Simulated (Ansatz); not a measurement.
# NO (nitric oxide): levels of theory compared

We compute a comparison of 6 runs (UHF/STO-3G, U-r2SCAN0/STO-3G, U-wB97M-V/STO-3G, UBLYP/STO-3G, UPBE/STO-3G, UCCSD(T)/STO-3G) of NO (nitric oxide). 

The calculation is run with Ansatz 0.2.0.

32 further runs of the same task are left out: 2 that didn't finish, 30 set aside as unsound or not needed.

### Step 1. The molecule

The species is NO (2 atoms), meant as a doublet with charge 0. As SMILES, `[N]=O`. The O2–N1 distance was set to 1.710 Å, away from the relaxed value.

Bond lengths: N1–O2 1.710 Å.

### Step 2. A single-point energy at UHF/STO-3G (run 1)

File input.yaml:

```yaml
crystal:
  periodic: [false, false, false]
  atoms:
    - symbol: "N"
      position_ang: [-0.967215, 0.354051, -0.487968]
    - symbol: O
      position_ang: [0.483620, -0.177030, 0.243990]
basis:
  gaussian:
    orbitals: STO-3G
magnetization:
  spin_polarized: true
  initial_magnetization: 1
hamiltonian:
  xc: hf
accuracy: high
```

Launch:

```sh
$ ansatz run input.yaml --threads 1 --pin off --max-ram 3480MiB --events-out events.jsonl --progress --plain --runs-dir runs
```

What it wrote:

```text
Warning: RAYON_NUM_THREADS=1 ignored (pool sized by the plan → 1); use --threads N
Functional definition: HF
  name "HF"
  exchange = exact_x
  correlation = 0
149 factors; integrals over basis functions are off by at most 3.1e-8 eV
mean field evaluation 1: about -3456.0186 eV, gradient 3.1e1 eV
mean field evaluation 2: about -3456.0499 eV, gradient 3.1e1 eV
mean field evaluation 4: about -3462.3281 eV, gradient 8.1e0 eV
mean field evaluation 8: about -3461.9159 eV, gradient 5.3e0 eV
mean field evaluation 16: about -3468.1945 eV, gradient 1.0e-3 eV
mean field evaluation 32: about -3469.9803 eV, gradient 5.7e-6 eV
mean field evaluation 64: about -3463.5380 eV, gradient 3.5e0 eV
mean field evaluation 96: about -3468.0460 eV, gradient 1.3e0 eV
mean field evaluation 128: about -3459.3606 eV, gradient 1.5e1 eV
mean field -3469.98032204 eV, -127.5194247979 hartree, gradient 8.1e-8 eV, S^2 2.298181; 5 other end points of the search recorded, 0 dependent functions left out
reference -3469.98032204 eV, -127.5194247979 hartree; 8, 7 occupied and 2, 3 virtual orbitals, 149 factors
Total energy: -3469.98032204 eV, -127.5194247979 hartree
```

Wall time 0.14 s (1 thread of Arm Neoverse V1, shared host).

### Step 3. The energy at U-r2SCAN0/STO-3G (run 2)

File run.yaml:

```yaml
crystal:
  periodic: [false, false, false]
  atoms:
    - {symbol: N, position_ang: [-0.967215, 0.354051, -0.487968]}
    - {symbol: O, position_ang: [0.483620, -0.177030, 0.243990]}
basis:
  gaussian: {orbitals: STO-3G}
total_charge: 0
magnetization: {spin_polarized: true, initial_magnetization: 1}
hamiltonian: {xc: {name: r2SCAN0}}
accuracy: high
```

Launch:

```sh
$ ansatz run run.yaml --threads 1 --pin off --max-ram 3480MiB --events-out events.jsonl --progress --plain --runs-dir runs
```

What it wrote:

```text
Warning: RAYON_NUM_THREADS=1 ignored (pool sized by the plan → 1); use --threads N
Functional definition: r2SCAN0
  name "r2SCAN0"
  parameter a = 0.25
  parameter k0 = 0.174
  parameter k1 = 0.065
  parameter a1 = 4.9479
  exchange = (1 - a)*r2scan_x(k0 = k0, k1 = k1, a1 = a1) + a*exact_x
  correlation = r2scan_c
149 factors; integrals over basis functions are off by at most 3.1e-8 eV
mean field evaluation 1: about -3478.3865 eV, gradient 1.7e1 eV
mean field evaluation 2: about -3422.3154 eV, gradient 8.4e1 eV
mean field evaluation 4: about -3476.7945 eV, gradient 2.4e1 eV
mean field evaluation 8: about -3481.3752 eV, gradient 1.6e-2 eV
mean field evaluation 16: about -3481.3568 eV, gradient 8.5e-9 eV
mean field evaluation 32: about -3482.2297 eV, gradient 7.6e-7 eV
mean field -3482.22969161 eV, -127.9695808268 hartree, gradient 6.4e-8 eV, S^2 1.829691; 3 other end points of the search recorded, 0 dependent functions left out
reference -3482.22969175 eV, -127.9695808319 hartree; 8, 7 occupied and 2, 3 virtual orbitals, 149 factors
Total energy: -3482.22969175 eV, -127.9695808319 hartree
```

Wall time 3.6 s (1 thread of Arm Neoverse V1, shared host); peak memory 0.14 GiB.

Runs 3 to 4 aren't shown in full; the table further down has their settings and results.

### Step 4. A single-point energy at UPBE/STO-3G (run 5)

File molecule.yaml:

```yaml
crystal:
  periodic: [false, false, false]
  atoms:
    - {symbol: "N", position_ang: [-0.967215, 0.354051, -0.487968]}
    - {symbol: O, position_ang: [0.483620, -0.177030, 0.243990]}
basis:
  gaussian:
    orbitals: STO-3G
magnetization:
  spin_polarized: true
  initial_magnetization: 1
hamiltonian:
  xc: pbe
accuracy: high
```

Launch:

```sh
$ ansatz run molecule.yaml --threads 1 --pin off --max-ram 3480MiB --events-out events.jsonl --progress --plain --runs-dir runs
```

What it wrote:

```text
Warning: RAYON_NUM_THREADS=1 ignored (pool sized by the plan → 1); use --threads N
Functional definition: PBE
  name "PBE"
  parameter kappa = 0.804
  parameter beta = 0.06672455060314922
  exchange = pbe_x(kappa = kappa, mu = beta*pi^2/3)
  correlation = pbe_c(beta = beta)
149 factors; integrals over basis functions are off by at most 3.1e-8 eV
mean field evaluation 1: about -3479.3554 eV, gradient 7.4e0 eV
mean field evaluation 2: about -3462.3781 eV, gradient 4.7e1 eV
mean field evaluation 4: about -3473.4122 eV, gradient 3.8e1 eV
mean field evaluation 8: about -3480.0182 eV, gradient 5.3e-2 eV
mean field evaluation 16: about -3479.6427 eV, gradient 3.8e0 eV
mean field evaluation 32: about -3479.9740 eV, gradient 4.8e-8 eV
mean field -3479.97398538 eV, -127.8866851515 hartree, gradient 6.4e-8 eV, S^2 1.429543; 4 other end points of the search recorded, 0 dependent functions left out
reference -3479.97398620 eV, -127.8866851818 hartree; 8, 7 occupied and 2, 3 virtual orbitals, 149 factors
Total energy: -3479.97398620 eV, -127.8866851818 hartree
```

It took 1.5 s on 1 thread of Arm Neoverse V1, shared host.

### Step 5. The energy at UCCSD(T)/STO-3G (run 6)

File molecule.yaml:

```yaml
basis:
  gaussian:
    orbitals: STO-3G
crystal:
  periodic: [false, false, false]
  atoms:
    - symbol: N
      position_ang: [-0.967215, 0.354051, -0.487968]
    - symbol: O
      position_ang: [0.483620, -0.177030, 0.243990]
magnetization:
  spin_polarized: true
  initial_magnetization: 1
accuracy: high
correlation:
  method: ccsd_t
  frozen_orbitals: {"N": 1, O: 1}
scf:
  omitted_lower_state_checks: [cluster_reference, increment]
```

Launch:

```sh
$ ansatz run molecule.yaml --threads 1 --pin off --max-ram 3480MiB --events-out events.jsonl --progress --plain --runs-dir runs
```

What it wrote:

```text
Warning: RAYON_NUM_THREADS=1 ignored (pool sized by the plan → 1); use --threads N
[... 14 lines left out ...]
2 core orbitals not correlated: weight in the atoms' cores, before any rotation towards them, 1.000 or more for the frozen orbitals, at most 0.000 for the correlated occupied ones
[... 54 lines left out ...]
Total energy: -3471.32018681 eV, -127.5686639199 hartree
Checks for a lower state left out: cluster_reference, increment
```

It took 0.32 s on 1 thread of Arm Neoverse V1, shared host.

### Step 6. The series

| run | level | frozen core orbitals | energy (Eh) | ⟨S²⟩ | wall time |
| --- | --- | --- | --- | --- | --- |
| 1 | UHF/STO-3G | – | -127.519425 | 2.298 | 0.14 s |
| 2 | U-r2SCAN0/STO-3G | – | -127.969581 | 1.830 | 3.6 s |
| 3 | U-wB97M-V/STO-3G | – | -128.012944 | 1.743 | 20 s |
| 4 | UBLYP/STO-3G | – | -127.992832 | 1.408 | 1.4 s |
| 5 | UPBE/STO-3G | – | -127.886685 | 1.430 | 1.5 s |
| 6 | UCCSD(T)/STO-3G | 2 | -127.568664 | 2.298 | 0.32 s |

### Step 7. Summary of results

| quantity | value |
| --- | --- |
| run 6: total energy | -127.56866 Eh |
| run 6: correlation energy (2 core orbitals frozen) | -49.2 mEh |
| run 6: (T) correction | -0.67 mEh |
| run 6: ⟨S²⟩ of the reference determinant | 2.298 |
| run 6: T1 diagnostic | 0.071 |

In words: Totals of different functionals can't be ranked against each other. In runs 1, 2, 3, 4, 5, 6 the basis is minimal, so the values are rough. Spin contamination of the reference: run 1 ⟨S²⟩ = 2.30, run 6 ⟨S²⟩ = 2.30, run 2 ⟨S²⟩ = 1.83, run 3 ⟨S²⟩ = 1.74, run 5 ⟨S²⟩ = 1.43, run 4 ⟨S²⟩ = 1.41. Where it is this large, the reference is a mixture of spin states, and values that rest on it are in doubt. All runs together took 27 s, the longest 20 s.
